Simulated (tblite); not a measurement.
C₄H₆N₂.
Bonds: C1–C2 (triple), C2–C3, C3–N4, N4–N5, N5–C6 (double). Hydrogens: H7 on C1; H8, H9 on C3; H10 on N4; H11, H12 on C6.

A start from a force field or distance geometry was refined with GFN2-xTB geometry optimisation, gas phase in tblite. Values at the start:

```
 coordinate    start
      C1≡C2  1.210 Å
      C1–H7  1.059 Å
      C2–C3  1.460 Å
      C3–N4  1.455 Å
      C3–H8  1.103 Å
      C3–H9  1.092 Å
      N4–N5  1.365 Å
     N4–H10  1.008 Å
      N5=C6  1.299 Å
     C6–H11  1.103 Å
     C6–H12  1.101 Å
   C1–C2–C3   178.5°
   C2–C3–N4   109.5°
   C3–N4–N5   118.9°
   N4–N5–C6   114.4°
C2–C3–N4–N5     180°
C3–N4–N5–C6    -179°
```

Problem. How do these coordinates change at the GFN2-xTB level?

Solution. 
```json
{"coordinate": "N4–N5", "GFN2-xTB (Å or °)": "1.324", "change": "-0.041"}
{"coordinate": "N5=C6", "GFN2-xTB (Å or °)": "1.265", "change": "-0.034"}
{"coordinate": "C6–H12", "GFN2-xTB (Å or °)": "1.074", "change": "-0.027"}
{"coordinate": "C1≡C2", "GFN2-xTB (Å or °)": "1.196", "change": "-0.014"}
{"coordinate": "C3–N4", "GFN2-xTB (Å or °)": "1.443", "change": "-0.012"}
{"coordinate": "C6–H11", "GFN2-xTB (Å or °)": "1.092", "change": "-0.011"}
{"coordinate": "N4–H10", "GFN2-xTB (Å or °)": "1.019", "change": "+0.011"}
{"coordinate": "C3–H9", "GFN2-xTB (Å or °)": "1.103", "change": "+0.011"}
{"coordinate": "C1–H7", "GFN2-xTB (Å or °)": "1.049", "change": "-0.010"}
{"coordinate": "C3–H8", "GFN2-xTB (Å or °)": "1.094", "change": "-0.009"}
{"coordinate": "C2–C3", "GFN2-xTB (Å or °)": "1.452", "change": "-0.008"}
{"coordinate": "N4–N5–C6", "GFN2-xTB (Å or °)": "121.3", "change": "+6.9"}
{"coordinate": "C2–C3–N4", "GFN2-xTB (Å or °)": "110.9", "change": "+1.4"}
{"coordinate": "C3–N4–N5", "GFN2-xTB (Å or °)": "118.1", "change": "-0.8"}
{"coordinate": "C1–C2–C3", "GFN2-xTB (Å or °)": "177.8", "change": "-0.7"}
{"coordinate": "C2–C3–N4–N5", "GFN2-xTB (Å or °)": "-143", "change": "+37"}
{"coordinate": "C3–N4–N5–C6", "GFN2-xTB (Å or °)": "-167", "change": "+12"}
```

The energy falls by 19.5 kJ/mol over 93 L-BFGS steps, the largest force on an atom goes from 2.72 to 0.009 eV/Å, and the atoms move by 0.433 Å rms after alignment. The bond that changes most is N4–N5 (ends: nitrogen bonded to C, N and H; C=N nitrogen), which shortens by 0.041 Å. Bonds longer at the end by more than 0.005 Å: 2 of 11; shorter: 9. Among the dihedrals that turn most is H9–C3–N4–H10, from -120° to -62°. Rotational constants go from 18172, 1569, 1457 to 18197, 1591, 1517 MHz.

Hardware: one thread, Intel Xeon Platinum 8259CL at 2.50 GHz (x86_64), shared host. Cost: 0.61 s wall.

Its GFN2-xTB frequencies are all real (lowest 34 cm⁻¹). The numbers are those of one conformer. 3 starts were optimised and ended at 0.00, 0.15 and 0.53 kcal/mol (GFN2-xTB); the lowest of these is shown.

The numbers are calculated, not measured.
